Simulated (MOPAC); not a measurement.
Input for MOPAC: PM7 on CH7NO (a complex).

```
PM7 1SCF PRECISE CHARGE=0 THREADS=1
CH7NO

N     -0.97374799 1    -0.75779021 1    -0.35087763 1
H     -1.06943499 1    -1.72662121 1    -0.07502463 1
H     -1.56288799 1    -0.64435521 1    -1.16563763 1
C     -1.45719299 1     0.11028979 1     0.72949937 1
H     -1.35304399 1     1.14735579 1     0.42164737 1
H     -2.49502099 1    -0.06311421 1     1.02063037 1
H     -0.82530699 1    -0.02939521 1     1.60274037 1
O      2.14996601 1     0.63157479 1    -0.26446963 1
H      1.33244901 1     0.13530279 1    -0.43762263 1
H      2.73186801 1     0.37307779 1    -0.98021563 1
```

Program output:

```
*******************************************************************************
 **                                                                           **
 **                              MOPAC v23.2.5                                **
 **                                                                           **
 *******************************************************************************
 ** MOPAC's Digital Object Identifier: https://doi.org/10.5281/zenodo.6511958 **
 **                                                                           **
 ** Please cite the open-source release paper for use of this MOPAC version:  **
 ** J. E. Moussa and J. J. P. Stewart (2026)                                  **
 ** MOPAC: An open-source semiempirical molecular orbital program             **
 ** J. Open Source Softw., 11(119), 8025, https://doi.org/10.21105/joss.08025 **
 *******************************************************************************

                              PM7 CALCULATION RESULTS

 *******************************************************************************
 *  PM7        - The PM7 Hamiltonian to be used
 *
 *
 *
 *                 CHARGE ON SYSTEM = 0
 *
 *
 *
 *  PRECISE    - TIGHTER CRITERIA TO BE USED
 *  1SCF       - DO 1 SCF AND THEN STOP
 *  THREADS=1  - MULTI-THREADING NOT USED
 *  T=         - A TIME OF 172800.0 SECONDS REQUESTED
 *  DUMP=N     - RESTART FILE WRITTEN EVERY 7200.0 SECONDS REQUESTED
 *******************************************************************************
PM7 1SCF PRECISE CHARGE=0 THREADS=1
 CH7NO

   ATOM   CHEMICAL          X               Y               Z
  NUMBER   SYMBOL      (ANGSTROMS)     (ANGSTROMS)     (ANGSTROMS)

     1       N         -0.97374799  *  -0.75779021  *  -0.35087763  *
     2       H         -1.06943499  *  -1.72662121  *  -0.07502463  *
     3       H         -1.56288799  *  -0.64435521  *  -1.16563763  *
     4       C         -1.45719299  *   0.11028979  *   0.72949937  *
     5       H         -1.35304399  *   1.14735579  *   0.42164737  *
     6       H         -2.49502099  *  -0.06311421  *   1.02063037  *
     7       H         -0.82530699  *  -0.02939521  *   1.60274037  *
     8       O          2.14996601  *   0.63157479  *  -0.26446963  *
     9       H          1.33244901  *   0.13530279  *  -0.43762263  *
    10       H          2.73186801  *   0.37307779  *  -0.98021563  *



          CARTESIAN COORDINATES

    NO.       ATOM           X           Y           Z

     1         N         -0.9737     -0.7578     -0.3509
     2         H         -1.0694     -1.7266     -0.0750
     3         H         -1.5629     -0.6444     -1.1656
     4         C         -1.4572      0.1103      0.7295
     5         H         -1.3530      1.1474      0.4216
     6         H         -2.4950     -0.0631      1.0206
     7         H         -0.8253     -0.0294      1.6027
     8         O          2.1500      0.6316     -0.2645
     9         H          1.3324      0.1353     -0.4376
    10         H          2.7319      0.3731     -0.9802

 General Reference for PM7:
 "Optimization of Parameters for Semiempirical Methods VI: More Modifications to the
 NDDO Approximations and Re-optimization of Parameters", J. J. P. Stewart, J. Mol. Mod., 1:32, 19 (2013)
 https://link.springer.com/article/10.1007/s00894-012-1667-x

           Empirical Formula: C H7 N O  =    10 atoms



      MOLECULAR POINT GROUP   :   C1


      RHF CALCULATION, NO. OF DOUBLY OCCUPIED LEVELS = 11


 -------------------------------------------------------------------------------
 PM7 1SCF PRECISE CHARGE=0 THREADS=1
 CH7NO



     1SCF WAS SPECIFIED, SO BFGS WAS NOT USED
     SCF FIELD WAS ACHIEVED


                              PM7 CALCULATION
                                                       MOPAC v23.2.5 Linux




          FINAL HEAT OF FORMATION =        -66.35257 KCAL/MOL =    -277.61916 KJ/MOL


          COSMO AREA              =        103.55 SQUARE ANGSTROMS
          COSMO VOLUME            =         79.98 CUBIC ANGSTROMS

          IONIZATION POTENTIAL    =         10.026045 EV
          HOMO LUMO ENERGIES (EV) =        -10.026  3.406
          NO. OF FILLED LEVELS    =         11
          MOLECULAR WEIGHT        =         49.0724         POINT GROUP:  C1

          MOLECULAR DIMENSIONS (Angstroms)

            Atom       Atom       Distance
            H    10    H     6     5.61373
            H     2    H     5     2.92223
            H     7    H     3     2.74816


          SCF CALCULATIONS        =          1





   ATOM   CHEMICAL          X               Y               Z
  NUMBER   SYMBOL      (ANGSTROMS)     (ANGSTROMS)     (ANGSTROMS)

     1       N         -0.97374799  *  -0.75779021  *  -0.35087763  *
     2       H         -1.06943499  *  -1.72662121  *  -0.07502463  *
     3       H         -1.56288799  *  -0.64435521  *  -1.16563763  *
     4       C         -1.45719299  *   0.11028979  *   0.72949937  *
     5       H         -1.35304399  *   1.14735579  *   0.42164737  *
     6       H         -2.49502099  *  -0.06311421  *   1.02063037  *
     7       H         -0.82530699  *  -0.02939521  *   1.60274037  *
     8       O          2.14996601  *   0.63157479  *  -0.26446963  *
     9       H          1.33244901  *   0.13530279  *  -0.43762263  *
    10       H          2.73186801  *   0.37307779  *  -0.98021563  *

                             CARTESIAN COORDINATES

   1    N       -0.973747990    -0.757790210    -0.350877630
   2    H       -1.069434990    -1.726621210    -0.075024630
   3    H       -1.562887990    -0.644355210    -1.165637630
   4    C       -1.457192990     0.110289790     0.729499370
   5    H       -1.353043990     1.147355790     0.421647370
   6    H       -2.495020990    -0.063114210     1.020630370
   7    H       -0.825306990    -0.029395210     1.602740370
   8    O        2.149966010     0.631574790    -0.264469630
   9    H        1.332449010     0.135302790    -0.437622630
  10    H        2.731868010     0.373077790    -0.980215630


           Empirical Formula: C H7 N O  =    10 atoms



      MOLECULAR POINT GROUP   :   C1


                  EIGENVALUES
 -35.71708 -28.77770 -23.97542 -17.26524 -17.02361 -15.82910 -14.39316 -13.65382
 -12.91762 -11.49334 -10.02604   3.40633   4.72426   5.21018   5.38268   5.83854
   6.49377   6.63403   6.97253


              NET ATOMIC CHARGES AND DIPOLE CONTRIBUTIONS

  ATOM NO.   TYPE          CHARGE      No. of ELECS.   s-Pop       p-Pop
    1          N          -0.606467        5.6065     1.65416     3.95231
    2          H           0.236316        0.7637     0.76368
    3          H           0.235714        0.7643     0.76429
    4          C          -0.287124        4.2871     1.05290     3.23422
    5          H           0.153130        0.8469     0.84687
    6          H           0.117146        0.8829     0.88285
    7          H           0.153995        0.8460     0.84600
    8          O          -0.668862        6.6689     1.82140     4.84746
    9          H           0.349007        0.6510     0.65099
   10          H           0.317144        0.6829     0.68286
 DIPOLE           X         Y         Z       TOTAL
 POINT-CHG.    -1.659    -1.081    -0.696     2.099
 HYBRID        -0.990    -0.640    -0.256     1.206
 SUM           -2.649    -1.722    -0.952     3.299


          ATOMIC ORBITAL ELECTRON POPULATIONS

     Atom    s        px        py        pz
    1  N   1.65416   1.59975   1.19052   1.16203
    2  H   0.76368
    3  H   0.76429
    4  C   1.05290   1.11874   1.08432   1.03116
    5  H   0.84687
    6  H   0.88285
    7  H   0.84600
    8  O   1.82140   1.44965   1.78063   1.61718
    9  H   0.65099
   10  H   0.68286

 **********************
 *                    *
 * JOB ENDED NORMALLY *
 *                    *
 **********************




 == MOPAC DONE ==
```

The run finished.

Cost: about 0.020 core-seconds (a rough figure).
